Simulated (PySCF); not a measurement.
**Gas-phase XPS of `C=CC(=C)F`, computed**

C₄H₅F.
Atom-mapped SMILES: `[CH2:1]=[CH:2][C:3](=[CH2:4])[F:5]`

Method used: delta-SCF UKS SCAN, pcX-2 on the ionised atom, pcseg-1 elsewhere, spin-free X2C (PySCF). Binding energies are ΔSCF values: E(core-ionised, relaxed orbitals) − E(ground state) at a fixed geometry, referred to the vacuum level.

Question: What binding energy does each computed site have?

Answer: 
```csv
atom(s),bonded to,level,binding energy (eV),above the level's lowest (eV),count
C4,C (double bond) and 2 H,C 1s,290.19,0.00,1
C1,C (double bond) and 2 H,C 1s,290.34,+0.15,1
C2,"C (double bond), C and H",C 1s,291.08,+0.89,1
C3,"F, C (double bond) and C",C 1s,293.13,+2.94,1
F5,C,F 1s,693.08,0.00,1
```

The listed C 1s values span 2.94 eV, from C4 (bonded to C (double bond) and 2 H) to C3 (bonded to F, C (double bond) and C). Summing the Pauling electronegativity differences to the bonded atoms, each weighted by its formal bond order, gives -0.70 for the lowest site and +1.43 for the highest; no listed site has a larger sum than the highest.

Question: Which photon energy gives electrons from C 1s of C4 a kinetic energy of 150 eV, and what is their de Broglie wavelength?

Answer: hν = 290.19 + 150 = 440.19 eV, recoil neglected; λ = 12.264 Å/√(E/eV) = 1.00 Å.

Spin contamination (⟨S²⟩ against 0.75 for a pure doublet) is marked for C 1s of C2 (0.92) and C 1s of C3 (0.92), which makes these values less certain. The structure is a single PBE0-D3(BJ)/def2-SVP conformer in the gas phase; no vibrational or solvent corrections.

Shape of the structure used: `[CH2:1]=[CH:2][C:3](=[CH2:4])[F:5]`: C1–C2–C3–C4 180°.
